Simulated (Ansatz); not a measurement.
Relaxation of ClH$_{7}$Si$_{2}$ (10 atoms, charge 0, multiplicity 1), to a largest force component of 0.03 eV/Å in at most 50 steps.

The calculation used RKS BLYP-D4/6-31G* in Ansatz.

```xyz
10
Properties=species:S:1:pos:R:3
Si -0.444 0.078 -0.324
Cl 0.432 -0.652 2.816
H 0.531 1.065 0.224
H -0.673 0.419 -1.770
H 0.106 -1.309 -0.268
Si -2.477 0.223 0.655
H -3.514 -0.530 -0.120
H -2.505 -0.356 2.050
H -2.922 1.647 0.788
H -0.901 -0.586 2.643
```

Q: Where does it end, and by what steps?

A: The run converged. The force dipped under the threshold on the way, but the program's further checks kept it going. After 8 steps the energy has fallen by 0.180 eV; Cl2 moved furthest, 0.54 Å.

```
step  energy less start (eV)  largest force component (eV/Å)  accepted
   0                  0.0000                           1.154       yes
   1                 -0.1347                           0.629       yes
   2                 -0.1558                           0.598       yes
   3                 -0.1409                           0.549        no
   4                 -0.1739                           0.239       yes
   5                 -0.1777                           0.054       yes
   6                 -0.1784                           0.017       yes
   7                 -0.1793                           0.041       yes
   8                 -0.1797                           0.010       yes
```

```xyz
10
Properties=species:S:1:pos:R:3
Si -0.460 0.121 -0.515
Cl 0.462 -0.804 3.328
H 0.526 1.054 0.111
H -0.643 0.505 -1.951
H 0.073 -1.275 -0.455
Si -2.535 0.248 0.603
H -3.583 -0.572 -0.084
H -2.416 -0.289 2.005
H -3.017 1.660 0.717
H -0.774 -0.648 2.935
```

Time of the run: 15 s on 1 thread of Intel(R) Xeon(R) 6975P-C (Granite Rapids), with other jobs on the host, peak memory 0.13 GiB.
